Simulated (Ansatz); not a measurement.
Reaction (deprotonation): H–F → `[F-]` + H⁺

Program: Ansatz. Geometries: PBE0-D4/def2-TZVP. ΔE: electronic, gas phase. CBS: def2 TZ/QZ extrapolation, frozen cores. DFT in def2-TZVPP. HSE06 is defined as in plane-wave codes. Anions take the def2 sets with diffuse functions and neutrals don't, so finite-basis rows favour the anion.

| species | HSE06 energy (Eh) |
| --- | --- |
| H–F | -100.38998 |
| `[F-]` | -99.79200 |
| H⁺ | 0.00000 |

(1) Work out ΔE.

(2) What do rigid-rotor, harmonic-oscillator terms from PBE0-D4/def2-TZVP frequencies (298.15 K, 1 bar) make of the CCSD(T)/CBS value? (An estimate is asked.)

Largest T1 diagnostic among the species: 0.023, so the coupled-cluster value is less sure than usual.

Answers

(1) ΔE = (-99.79200) + (0.00000) − (-100.38998) = 0.59798 Eh = +16.27 eV. CCSD(T)/CBS gives +16.39 eV.

(2) The calculation gave: ΔZPE = -0.26 eV, ΔH = +16.18 eV, ΔS = 81 J/(mol·K), ΔG = +15.93 eV.

At CCSD(T), def2-SVP lies −0.93 eV from the extrapolated value and def2-TZVPP −0.13 eV. Leaving LDA and LC-ωPBE aside and taking each functional with its dispersion term where it has one, the values, not all of them listed here, spread over 0.47 eV, from BLYP-D4 to r2SCAN0-D4. LDA lies −0.17 eV from PBE without D4. From r2SCAN to r2SCAN0 (25 % exact exchange), in def2-TZVPP and without D4, ΔE moves by +0.13 eV.
